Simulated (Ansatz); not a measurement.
**Molecular dynamics of CH$_{3}$F$_{2}$**

Input:

```yaml
crystal:
  periodic: [false, false, false]
  atoms:
    - { symbol: H, position_ang: [0.8854, -0.3789, 0.1019] }
    - { symbol: C, position_ang: [-0.3745, 0.1809, -0.1413] }
    - { symbol: F, position_ang: [-1.2789, -0.7209, 0.2636] }
    - { symbol: F, position_ang: [-0.4672, 1.2728, 0.6285] }
    - { symbol: H, position_ang: [1.7438, -0.7817, 0.3446] }
    - { symbol: H, position_ang: [-0.5087, 0.4278, -1.1973] }
magnetization:
  spin_polarized: true
  initial_magnetization: 1
basis:
  gaussian: { orbitals: "6-31G*" }
hamiltonian:
  xc: { name: BHLYP }
  dispersion: d4
md:
  timestep: 0.5
  n_steps: 150
  ensemble: nve
  temperature: 300.0
  initial_velocities: maxwell_boltzmann
  seed: 967482
```

Launched with:

```bash
$ ansatz run input.yaml --threads 1 --pin off --max-ram 2048MiB --backend cpu --events-out ev --progress --plain --runs-dir out
```

It starts from a rough guess of a transition structure, not a stationary point.

Output, in part (step lines, the closing report, with atoms numbered from 0):

```
md step     0: t =     0.00 fs  T =   300.0 K  F+E_penalty+E_count = -6513.20547209 eV  E_kin = 0.155112 eV  conserved = -6513.05036009 eV  (28 SCF iters)
md step     1: t =     0.50 fs  T =   290.5 K  F+E_penalty+E_count = -6513.20061201 eV  E_kin = 0.150218 eV  conserved = -6513.05039392 eV  (27 SCF iters)
md step     2: t =     1.00 fs  T =   283.5 K  F+E_penalty+E_count = -6513.19696413 eV  E_kin = 0.146577 eV  conserved = -6513.05038686 eV  (27 SCF iters)
md step     3: t =     1.50 fs  T =   279.1 K  F+E_penalty+E_count = -6513.19463770 eV  E_kin = 0.144301 eV  conserved = -6513.05033703 eV  (27 SCF iters)
md step     4: t =     2.00 fs  T =   278.9 K  F+E_penalty+E_count = -6513.19443126 eV  E_kin = 0.144177 eV  conserved = -6513.05025427 eV  (27 SCF iters)
md step     5: t =     2.50 fs  T =   285.3 K  F+E_penalty+E_count = -6513.19767735 eV  E_kin = 0.147519 eV  conserved = -6513.05015790 eV  (26 SCF iters)
md step     6: t =     3.00 fs  T =   301.5 K  F+E_penalty+E_count = -6513.20595133 eV  E_kin = 0.155881 eV  conserved = -6513.05007005 eV  (27 SCF iters)
md step     7: t =     3.50 fs  T =   330.2 K  F+E_penalty+E_count = -6513.22074164 eV  E_kin = 0.170731 eV  conserved = -6513.05001109 eV  (26 SCF iters)
[... lines left out ...]
Total energy: -6513.52649473 eV, -239.3676836545 hartree
Atom 0 at     0.526912    -0.106489     0.433028 Å, force     2.560581    -1.298707     1.435231 eV/Å
Atom 1 at    -0.350185     0.203755     0.027227 Å, force    -1.065852     0.649663     0.427598 eV/Å
Atom 2 at    -1.305789    -0.684987     0.241967 Å, force    -0.854525    -0.574430     0.328954 eV/Å
Atom 3 at    -0.640396     1.371526     0.595121 Å, force    -0.615416     0.770257     0.331383 eV/Å
Atom 4 at     5.299425    -3.767148    -1.170541 Å, force    -0.000119     0.000079     0.000021 eV/Å
Atom 5 at    -0.224456     0.330888    -0.984544 Å, force    -0.024669     0.453137    -2.523187 eV/Å
Dipole moment:     0.302794    -0.074391    -0.191851 e Å
```

The steps, from the saved trajectory:

```csv
time (fs),T (K),potential energy less start (eV),conserved less start (meV/atom)
0.0,300,0.000,0.00
2.5,285,0.008,0.03
5.0,505,-0.106,0.01
7.5,641,-0.180,-0.61
10.0,526,-0.117,-0.08
12.5,892,-0.308,-0.29
15.0,505,-0.105,0.16
17.5,1050,-0.390,-0.40
20.0,690,-0.199,0.35
22.5,1266,-0.505,-0.93
25.0,753,-0.234,0.12
27.5,964,-0.344,-0.09
30.0,1012,-0.371,-0.56
32.5,1080,-0.408,-0.76
35.0,891,-0.306,-0.04
37.5,772,-0.243,0.11
40.0,1243,-0.493,-0.92
42.5,828,-0.273,0.02
45.0,1064,-0.397,-0.30
47.5,643,-0.176,0.17
50.0,1191,-0.464,-0.65
52.5,713,-0.211,0.51
55.0,1204,-0.471,-0.63
57.5,690,-0.201,0.11
60.0,1015,-0.371,-0.26
62.5,834,-0.276,0.00
65.0,1142,-0.439,-0.72
67.5,855,-0.287,-0.05
70.0,866,-0.293,0.01
72.5,1078,-0.406,-0.66
75.0,916,-0.321,-0.37
```

The run went to its last step. The conserved energy stayed within 0.93 meV per atom of its start (net change -0.37 meV per atom), so the integration is sound. The system heated up, since it started high on the potential surface and ran downhill. A run of 0.075 ps of so small a system gives no equilibrium averages.

The step under study would form H1–H5 and break H1–C2. These pairs go: H1–H5 0.98 → 6.22 Å, H1–C2 1.40 → 1.02 Å. In the last frame they stand as before the step (other bonds may differ from the relaxed reactants and products). It ends as CH2F2 + H. Pairs count as bonded within 1.25 times the sum of covalent radii (0.12 Å more for H–H).

Last frame:

```xyz
6
Properties=species:S:1:pos:R:3
H 0.527 -0.106 0.433
C -0.350 0.204 0.027
F -1.306 -0.685 0.242
F -0.640 1.371 0.595
H 5.299 -3.767 -1.171
H -0.225 0.331 -0.985
```

The run took 4.2 min on 1 thread of Arm Neoverse V1, on a shared host, peak memory 0.11 GiB.
